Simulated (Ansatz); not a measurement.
in.yaml

```yaml
crystal:
  periodic: [false, false, false]
  atoms:
    - {symbol: Ge, position_ang: [0.000000, 0.000000, 1.430501]}
    - {symbol: N, position_ang: [0.000000, 0.000000, -0.213910]}
    - {symbol: H, position_ang: [0.000000, 0.000000, -1.216591]}
basis:
  gaussian: {orbitals: cc-pVDZ}
magnetization: {spin_polarized: true, initial_magnetization: 0}
hamiltonian: {xc: {name: PBE}}
correlation: {method: rpa, electrons: outside_noble_gas}
```

```sh
$ ansatz run in.yaml --threads 1 --pin off --events-out ev --progress --plain --max-ram 2816MiB --backend cpu
```

Output:

```
509 factors; integrals over basis functions are off by at most 1.3e-3 eV
mean field evaluation 1: about -57999.1509 eV, gradient 5.4e1 eV
mean field evaluation 2: about -57999.1497 eV, gradient 5.4e1 eV
mean field evaluation 4: about -58008.9850 eV, gradient 2.3e1 eV
mean field evaluation 8: about -58012.7825 eV, gradient 5.6e-1 eV
mean field evaluation 16: about -58012.7839 eV, gradient 2.3e-6 eV
mean field evaluation 32: about -57987.4576 eV, gradient 2.2e1 eV
mean field -58012.78385705 eV, -2131.9304842693 hartree, gradient 1.8e-7 eV, S^2 0.000000; 0 other end points of the search recorded, 0 dependent functions left out
15 core orbitals not correlated: weight in the atoms' cores, before any rotation towards them, 0.989 or more for the frozen orbitals, at most 0.007 for the correlated occupied ones
reference -57968.62686011 eV, -2130.3077445624 hartree; 5, 5 occupied and 26, 26 virtual orbitals, 509 factors
Total energy: -57979.58298825 eV, -2130.7103748454 hartree
```

Ran on 1 thread of AMD EPYC 7R13, shared host: 1.3 s wall, 0.18 GiB peak host memory.
